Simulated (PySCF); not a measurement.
First SCF of a structure search on doublet [C3]+, at a hand-made linear chain geometry. PySCF input:

```python
from pyscf import gto, scf, dft
mol = gto.M(atom='''
C      0.000000     0.000000     0.000000
C      0.000000     0.000000     1.425000
C      0.000000     0.000000    -1.425000''',
    basis={'C': 'def2-TZVP'},
    charge=1, spin=1)
mf = dft.UKS(mol, xc='PBE0')
mf.grids.atom_grid = (50, 194)
aux = {'C': 'def2-universal-JKFIT'}
mf = mf.density_fit(auxbasis=aux)
mf.conv_tol = 1e-08
mf.diis_space = 10
mf.max_cycle = 60
mf.init_guess = 'minao'
mf.verbose = 4
mf.kernel()
```

Excerpt of the output (cycles alone):

```
init E= -113.855945372701
cycle= 1 E= -113.378551417599  delta_E= 0.477  |g|= 0.306  |ddm|=  1.1
cycle= 2 E= -113.385741360839  delta_E= -0.00719  |g|= 0.34  |ddm|= 0.558
cycle= 3 E= -113.434899381904  delta_E= -0.0492  |g|= 0.146  |ddm|= 0.271
cycle= 4 E= -113.445889356456  delta_E= -0.011  |g|= 0.00727  |ddm|= 0.0913
cycle= 5 E= -113.445983600639  delta_E= -9.42e-05  |g|= 0.00229  |ddm|= 0.0215
cycle= 6 E= -113.445999484866  delta_E= -1.59e-05  |g|= 0.000959  |ddm|= 0.00632
cycle= 7 E= -113.446003340187  delta_E= -3.86e-06  |g|= 0.000291  |ddm|= 0.00327
cycle= 8 E= -113.446003663018  delta_E= -3.23e-07  |g|= 3.46e-05  |ddm|= 0.00117
cycle= 9 E= -113.446003665975  delta_E= -2.96e-09  |g|= 4.75e-06  |ddm|= 0.000126
Extra cycle  E= -113.446003666002  delta_E= -2.69e-11  |g|= 1.91e-06  |ddm|= 1.15e-05
converged SCF energy = -113.446003666002  <S^2> = 0.76452115  2S+1 = 2.0144688
```

This is not the lowest solution: all starts ended here, but a stability analysis within the same unrestricted form found one 15.5 kJ/mol lower, at -113.45192 Eh.

The search for the lowest solution, 3 starts and the stability check together, took 6.5 s on 4 threads of a shared Arm Neoverse V2 host, with 93 basis functions; the process peaked at 0.38 GiB. Launch command: `OMP_NUM_THREADS=4 python axn.py task.json out`.
